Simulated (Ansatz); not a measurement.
# CHAlN (quartet): from Hartree-Fock to the top rungs, def2-QZVPP

An exercise on one series of results from a longer session: the logs are not shown, and one member is left open.

Method: def2-QZVPP, core rule «outside noble gas», up to 7 orbitals frozen; program: Ansatz 0.2.0, Gaussian basis.

To be run: UHF; ROHF; CCSD(T) on UHF.

2 further runs of the same task are left out: 2 set aside as unsound or not needed.

## The geometry

The geometry is a PBE0/def2-TZVP stationary point (not a proven minimum) of the parent state, kept for this charge and spin.

4 atoms, charge 0, spin multiplicity 4.

Atoms are counted from 1 here; the program's logs count them from 0.

Bond lengths: Al1–C2 2.161 Å, Al1–N3 2.007 Å, C2–N3 1.217 Å, C2–H4 1.095 Å. Angles: C2–Al1–N3 33.7°, Al1–C2–N3 66.2°, Al1–C2–H4 157.1°, N3–C2–H4 136.7°, Al1–N3–C2 80.1°.

The first run:

in.yaml reads:

```yaml
crystal:
  periodic: [false, false, false]
  atoms:
    - {symbol: Al, position_ang: [0.000000, 0.105264, 1.006952]}
    - {symbol: C, position_ang: [0.000000, 0.485411, -1.119862]}
    - {symbol: N, position_ang: [0.000000, -0.696891, -0.832779]}
    - {symbol: H, position_ang: [0.000000, 1.082252, -2.038110]}
basis:
  gaussian: {orbitals: "def2-QZVPP.json"}
magnetization: {spin_polarized: true, initial_magnetization: 3}
hamiltonian: {xc: hf}
output: {orbitals: {seedname: orbitals}}
```

On the command line:

```bash
$ ansatz run in.yaml --threads 1 --pin off --events-out ev --progress --plain --max-ram 2393MiB
```

Steps of the session up to this table: UHF; ROHF; CCSD(T) on UHF.

One of the session's tables, all rows but one given; the rest of the session is left out.

```
  method  from UCCSD(T) (meV)
    ROHF                    ?
     UHF             +11522.8
    UMP2               +901.2
   UCCSD               +610.9
UCCSD(T)                    0
```

Q: Estimate the row for ROHF from the others.

**Answer.** from UCCSD(T) (meV): +11701.5. In the column «from UCCSD(T) (meV)» it is the highest.
